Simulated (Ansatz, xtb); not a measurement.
# Relative energy of two isomers of C4H7NO

Structure X is `C[C@@H](O)CC#N`, a singlet and structure Y is `C[C@@H](C#N)CO`, a singlet. Both are isolated molecules in the gas phase, relaxed with r2SCAN-D4/def2-SVP, each in the lowest conformer that the search found.

X (Å):

| atom | x (Å) | y (Å) | z (Å) |
| --- | --- | --- | --- |
| C | -0.9839 | 0.1635 | -1.3077 |
| C | -0.7910 | 0.2436 | 0.1994 |
| C | -1.3404 | -1.0059 | 0.9334 |
| C | -2.7849 | -1.1104 | 0.7696 |
| N | -3.9359 | -1.1197 | 0.6006 |
| O | -1.3464 | 1.4163 | 0.7455 |
| H | -2.0559 | 0.0915 | -1.5597 |
| H | -0.4756 | -0.7141 | -1.7372 |
| H | -0.5783 | 1.0695 | -1.7810 |
| H | 0.2868 | 0.2924 | 0.4315 |
| H | -2.2840 | 1.4383 | 0.4996 |
| H | -0.8627 | -1.9281 | 0.5612 |
| H | -1.1138 | -0.9196 | 2.0087 |

Y (Å):

| atom | x (Å) | y (Å) | z (Å) |
| --- | --- | --- | --- |
| C | -0.9717 | -0.1958 | -1.8097 |
| C | -1.8411 | -0.7324 | -0.6671 |
| C | -2.1154 | -2.1609 | -0.8160 |
| C | -1.2009 | -0.4650 | 0.7171 |
| N | -2.3047 | -3.3049 | -0.9099 |
| O | -0.9646 | 0.9032 | 0.9249 |
| H | -0.7578 | 0.8659 | -1.6241 |
| H | -1.4762 | -0.3003 | -2.7807 |
| H | -0.0156 | -0.7397 | -1.8545 |
| H | -2.8221 | -0.2173 | -0.6863 |
| H | -0.2214 | -0.9691 | 0.7579 |
| H | -1.8344 | -0.9115 | 1.5079 |
| H | -1.8161 | 1.3357 | 1.0723 |

Question: Estimate which is lower in electronic energy at CCSD(T)/def2-SVP + ΔMP2/def2-TZVPP, and by roughly how much.

Answer: The CCSD(T)/def2-SVP + ΔMP2/def2-TZVPP calculation puts structure X lower, by 0.161 eV.

How the difference moves with the method:

```csv
level,geometry,E(Y) − E(X) (eV),departure from the last row (eV),"job, with rough time for the two"
GFN2-xTB,GFN2-xTB,+0.160,−0.001,"optimisation, 0.69 s"
HF/STO-3G,GFN2-xTB,+0.102,−0.059,"single point, 1.9 s"
r2SCAN-D4/def2-SVP//GFN2-xTB,GFN2-xTB,+0.190,+0.029,"single point, 13 s"
r2SCAN-D4/def2-SVP,r2SCAN-D4/def2-SVP,+0.186,+0.025,"optimisation, 88 s"
HF/def2-SVP,r2SCAN-D4/def2-SVP,+0.132,−0.029,part of the CCSD(T) run
MP2/def2-SVP,r2SCAN-D4/def2-SVP,+0.146,−0.015,part of the CCSD(T) run
CCSD(T)/def2-SVP,r2SCAN-D4/def2-SVP,+0.143,−0.018,single point
CCSD(T)/def2-SVP + ΔMP2/def2-TZVPP,r2SCAN-D4/def2-SVP,+0.161,,"single point, 2.4 min"
```

As drawn, both hold the same kinds of bond in the same numbers.

None of the levels shown reverses the order. The largest departure from CCSD(T)/def2-SVP + ΔMP2/def2-TZVPP is that of HF/STO-3G, 0.059 eV. The last row adds to CCSD(T) the change of the MP2 difference between the two basis sets, here +0.018 eV.

With thermal terms from frequencies at re-optimised GFN2-xTB minima (ideal gas, soft modes damped towards free rotors, one conformer each, 298.15 K, 1 atm): the zero-point term adds +0.003 eV; ΔH is +0.169 and ΔG +0.156 eV.

The correlated steps freeze 6 core orbitals. Programs: Ansatz 0.2.0, xtb 6.7.1; the last row on 2 threads of AMD EPYC (Zen 3) on a shared host.
